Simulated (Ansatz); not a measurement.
# SiH2O (triplet): wave-function methods side by side at distance O1–H3 along a hydrogen transfer = 0.960 Å, cc-pVTZ

How much of the correlation energy of SiH2O (triplet) does each wave-function method recover here?

Computed with Ansatz 0.2.0, Gaussian basis. Level: cc-pVTZ, core rule «outside noble gas», up to 6 orbitals frozen.

To be run: UHF; CCSD(T) on ROHF; CCSD(T) on UHF; BCCD(T) on ROHF; CISD; CCSDT(Q) on ROHF; CCSDT(Q) on UHF; CASSCF and NEVPT2, 4 electrons in 4 orbitals.

4 further runs of the same task are left out: 4 for a known fault of the program.

## Step 1: The geometry

The geometry derives from fragments relaxed apart (PBE0/def2-TZVP) and kept rigid, so it is no stationary point. A hydrogen atom is moved between rigid fragments.

4 atoms, charge 0, spin multiplicity 3.

Atoms are counted from 1 here; the program's logs count them from 0.

Bond lengths: O1–H2 0.960 Å, O1–H3 0.960 Å. Angles: H2–O1–H3 105.1°.

## Step 2: UHF

The input, in.yaml:

```yaml
crystal:
  periodic: [false, false, false]
  atoms:
    - {symbol: O, position_ang: [-0.943555, -0.231644, 0.000000]}
    - {symbol: H, position_ang: [-1.192864, 0.694932, 0.000000]}
    - {symbol: H, position_ang: [0.015974, -0.231644, 0.000000]}
    - {symbol: Si, position_ang: [2.120445, -0.231644, 0.000000]}
basis:
  gaussian: {orbitals: cc-pVTZ}
magnetization: {spin_polarized: true, initial_magnetization: 2}
hamiltonian: {xc: hf}
output: {orbitals: {seedname: orbitals}}
```

Run with:

```
> ansatz run in.yaml --threads 1 --pin off --events-out ev --progress --plain --max-ram 4096MiB --backend cpu
```

Further steps of the session: CCSD(T) on ROHF; CCSD(T) on UHF; BCCD(T) on ROHF; CISD; CCSDT(Q) on ROHF; CCSDT(Q) on UHF; CASSCF and NEVPT2, 4 electrons in 4 orbitals.

Q: Predict the results of all the runs planned. Wanted: UCCSDT(Q) below the RHF energy; RMP2 from UCCSDT(Q); UMP2 from UCCSDT(Q); RCCSD from UCCSDT(Q); RCCSD(T) from UCCSDT(Q); UCCSD(T) from UCCSDT(Q); RCCSDT(Q) from UCCSDT(Q); NEVPT2 pair from UCCSDT(Q); T1 diagnostic.

The runs gave:

| quantity | value |
| --- | --- |
| UCCSDT(Q) below the RHF energy | -9.9377 eV |
| RMP2 from UCCSDT(Q) | +952.4 meV |
| UMP2 from UCCSDT(Q) | +958.8 meV |
| RCCSD from UCCSDT(Q) | +350.0 meV |
| RCCSD(T) from UCCSDT(Q) | +37.7 meV |
| UCCSD(T) from UCCSDT(Q) | +36.5 meV |
| RCCSDT(Q) from UCCSDT(Q) | +2.0 meV |
| NEVPT2 pair from UCCSDT(Q) | +1003.6 meV |
| levels within 1 kcal/mol (43 meV) | RCCSD(T), UCCSD(T), BCCD(T), RCCSDT, UCCSDT, RCCSDT(Q) |
| T1 diagnostic | 0.017 |

**Reading.** RCCSD(T) misses by +37.7 meV, 0.4 % of the correlation energy. These misses are within one basis, not against nature; the frozen cores of restricted and unrestricted runs differ, which can shift their rows.
